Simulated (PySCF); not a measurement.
# Ways to converge the SCF of HCl

Aim: find out which solver settings change the answer for HCl.

Program: PySCF 2.14.0. Level of theory: each script names its method and basis. These are calculated values, not measurements.

6 further runs of the same task are left out: 6 that didn't finish.

## Step 1: Where the work starts

HCl: 2 atoms, charge 0, spin multiplicity 1.

Bond lengths: H1–Cl2 1.226 Å.

## Step 2: The run that the others are compared with

input.py

```python
from pyscf import gto, scf, cc

mol = gto.M(
    atom='H 0 0 0; Cl 0 0 1.226',
    basis='cc-pvtz-dk',
    charge=0,
    spin=0,
    symmetry=True,
    verbose=4,
)
mf = scf.RHF(mol)
mf = mf.sfx2c1e()
mf.kernel()
mycc = cc.CCSD(mf, frozen=5)
mycc.kernel()
e = mycc.ipccsd(nroots=6)[0]
print('roots (eV) =', (e*27.211386).round(3))
mf.dip_moment()
print('orbital energies (hartree):', mf.mo_energy[..., max(0, mol.nelec[1]-3):mol.nelec[0]+3].round(4))
```

Launch:

```sh
> OMP_NUM_THREADS=1 python input.py
```

The log of this run is left out.

In short: E(SCF) = -461.514500 Eh, 8 cycles, E(CCSD) − E(SCF) = -0.22240 Eh, μ = 1.20 D, ionisation roots 12.687, 12.687, 16.862, 26.021, 27.681 eV.

The bond length is a typed value, not an optimised one.

## Step 3: DIIS space 2

Run 1 changes DIIS space: default → 2.

input.py

```python
from pyscf import gto, scf, cc

mol = gto.M(
    atom='H 0 0 0; Cl 0 0 1.226',
    basis='cc-pvtz-dk',
    charge=0,
    spin=0,
    symmetry=True,
    verbose=4,
)
mf = scf.RHF(mol)
mf = mf.sfx2c1e()
mf.diis_space = 2
mf.kernel()
mycc = cc.CCSD(mf, frozen=5)
mycc.kernel()
e = mycc.ipccsd(nroots=6)[0]
print('roots (eV) =', (e*27.211386).round(3))
mf.dip_moment()
print('orbital energies (hartree):', mf.mo_energy[..., max(0, mol.nelec[1]-3):mol.nelec[0]+3].round(4))
```

Launch:

```sh
> OMP_NUM_THREADS=1 python input.py
```

## Step 4: Second-order solver on

Run 2 changes second-order solver: off → on.

Changes to input.py since step 2:

```diff
@@ -12,2 +12,3 @@
 mf = mf.sfx2c1e()
+mf = mf.newton()
 mf.kernel()
```

## Step 5: Damping 0.5

Run 3 changes damping: none → 0.5.

Changes to input.py since step 2:

```diff
@@ -12,2 +12,4 @@
 mf = mf.sfx2c1e()
+mf.damp = 0.5
+mf.diis_start_cycle = 8
 mf.kernel()
```

Before running it: what results should come out? Wanted: for each run, E(SCF); from base; gap; SCF dipole; after the SCF.

As calculated:

```csv
run,E(SCF) (hartree),from base (eV),cycles,gap (eV),SCF dipole (D),after the SCF
base,-461.514500,0,8,16.57,1.20,"CCSD correlation -6.052 eV, core frozen, first root 12.69 eV"
DIIS space 2,-461.514500,0.0000,10,16.57,1.20,"CCSD correlation -6.052 eV, core frozen, first root 12.69 eV"
second-order solver on,-461.514500,0.0000,3 macro,16.57,1.20,"CCSD correlation -6.052 eV, core frozen, first root 12.69 eV"
damping 0.5,-461.514500,0.0000,12,16.57,1.20,"CCSD correlation -6.052 eV, core frozen, first root 12.69 eV"
```

Distance from each run's final energy (log10 hartree) by cycle:

```csv
run,cycle 1,cycle 2,cycle 3,cycle 5,cycle 8,cycle 12
base,-1.8,-2.8,-3.7,-6.6,< -11,done
DIIS space 2,-1.8,-2.8,-3.7,-5.9,-8.3,done
second-order solver on,-6.6,< -11,< -11,done,done,done
damping 0.5,-1.8,-2.4,-2.9,-3.6,-5.0,< -11
```

In words: No change of the SCF energy comes from DIIS space 2 or second-order solver on or damping 0.5. The base needs 8 cycles and the run with damping 0.5 needs 12.
